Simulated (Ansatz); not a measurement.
# PH2+ (triplet): wave-function methods side by side at angle H2–P1–H3 = 67.2°, cc-pVDZ

How much of the correlation energy of PH2+ (triplet) does each wave-function method recover here?

Program: Ansatz 0.2.0, Gaussian basis. Level of theory: cc-pVDZ, core rule «outside noble gas», up to 5 orbitals frozen. These are calculated values, not measurements.

Plan: UHF; CCSD(T) on ROHF; CCSD(T) on UHF; BCCD(T) on ROHF; CISD; CCSDT(Q) on ROHF; CCSDT(Q) on UHF; CASSCF and MRCISD+Q, 4 electrons in 4 orbitals; CASSCF and NEVPT2, 4 electrons in 4 orbitals; CASSCF and MRCISD+Q, 6 electrons in 6 orbitals; CASSCF and NEVPT2, 6 electrons in 6 orbitals; Full CI.

19 further runs of the same task are left out: 10 that didn't finish, 9 set aside as unsound or not needed.

**1. The system**

The geometry derives from a PBE0/def2-TZVP stationary point (not a proven minimum). One angle is set to the value named; bond lengths are kept.

3 atoms, charge 1, spin multiplicity 3.

Atoms are counted from 1 here; the program's logs count them from 0.

Bond lengths: P1–H2 1.416 Å, P1–H3 1.416 Å. Angles: H2–P1–H3 67.2°.

**2. UHF**

The input, in.yaml:

```yaml
crystal:
  periodic: [false, false, false]
  atoms:
    - {symbol: P, position_ang: [0.000000, -0.072071, 0.000000]}
    - {symbol: H, position_ang: [0.000000, 1.107364, -0.783615]}
    - {symbol: H, position_ang: [0.000000, 1.107364, 0.783615]}
basis:
  gaussian: {orbitals: cc-pVDZ}
total_charge: 1
magnetization: {spin_polarized: true, initial_magnetization: 2}
hamiltonian: {xc: hf}
output: {orbitals: {seedname: orbitals}}
```

Run with:

```bash
ansatz run in.yaml --threads 1 --pin off --events-out ev --progress --plain --max-ram 2393MiB
```

Further steps of the session: CCSD(T) on ROHF; CCSD(T) on UHF; BCCD(T) on ROHF; CISD; CCSDT(Q) on ROHF; CCSDT(Q) on UHF; CASSCF and MRCISD+Q, 4 electrons in 4 orbitals; CASSCF and NEVPT2, 4 electrons in 4 orbitals; CASSCF and MRCISD+Q, 6 electrons in 6 orbitals; CASSCF and NEVPT2, 6 electrons in 6 orbitals; Full CI.

**Question.** What will the summary of the whole plan be? Wanted: FCI below the RHF energy; RMP2 from FCI; UMP2 from FCI; RCCSD from FCI; RCCSD(T) from FCI; UCCSD(T) from FCI; RCCSDT(Q) from FCI; UCCSDT(Q) from FCI; NEVPT2 pair from FCI.

As calculated:

| quantity | value |
| --- | --- |
| FCI below the RHF energy | -3.1596 eV |
| RMP2 from FCI | +753.9 meV |
| UMP2 from FCI | +752.0 meV |
| RCCSD from FCI | +97.7 meV |
| RCCSD(T) from FCI | +22.4 meV |
| UCCSD(T) from FCI | +22.3 meV |
| RCCSDT(Q) from FCI | +0.3 meV |
| UCCSDT(Q) from FCI | -0.4 meV |
| NEVPT2 pair from FCI | +718.6 meV |
| MRCISD+Q pair from FCI | -3.4 meV |
| NEVPT2 valence from FCI | +545.3 meV |
| levels within 1 kcal/mol (43 meV) | RCCSD(T), UCCSD(T), BCCD(T), RCCSDT, UCCSDT, RCCSDT(Q), UCCSDT(Q), MRCISD+Q pair, MRCISD+Q valence |
| T1 diagnostic | 0.022 |
| effectively unpaired electrons | 2.04 |

**Reading.** RCCSD(T) lands +22.4 meV from the yardstick (0.7 % of the correlation energy). MRCISD+Q pair falls below full CI: the +Q correction isn't variational, and the cores differ from full CI's. One determinant dominates. Of the multireference levels listed MRCISD+Q valence comes nearest in total energy (+2.7 meV), which doesn't show that its space is the better one. These misses are within one basis, not against nature; the frozen cores of restricted and unrestricted runs differ, which can shift their rows.
